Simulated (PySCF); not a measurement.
CH3O, SMILES C[O], multiplicity 2.

The structure is a stationary point at B3LYP-D3(BJ)/def2-TZVP. The geometry has at least one imaginary mode, so it is a saddle point at that level. The isomer is the one that the SMILES or the coordinates give; other isomers of the formula were not compared.

Two levels are set side by side: PBE/def2-TZVPD (PySCF) and PBE0/def2-TZVPD (PySCF). Same geometry, gas phase. Differences are taken from unrounded values.

```json
[
 {"quantity": "α-spin orbital gap (eV)", "PBE0": "8.76", "PBE": "6.27", "PBE minus PBE0": "-2.49"},
 {"quantity": "β-spin orbital gap (eV)", "PBE0": "4.23", "PBE": "0.69", "PBE minus PBE0": "-3.54"},
 {"quantity": "dipole moment (D)", "PBE0": "2.03", "PBE": "2.12", "PBE minus PBE0": "0.09"},
 {"quantity": "mean polarisability (bohr³)", "PBE0": "20.5", "PBE": "22.0", "PBE minus PBE0": "1.5"}
]
```

Loosely held outer electrons make PBE densities more polarisable. Differences between two approximate levels are no errors against the true value.

Rough cost on one machine, each run with all the roots and properties that it gave: PBE0 against PBE within a factor of 2.
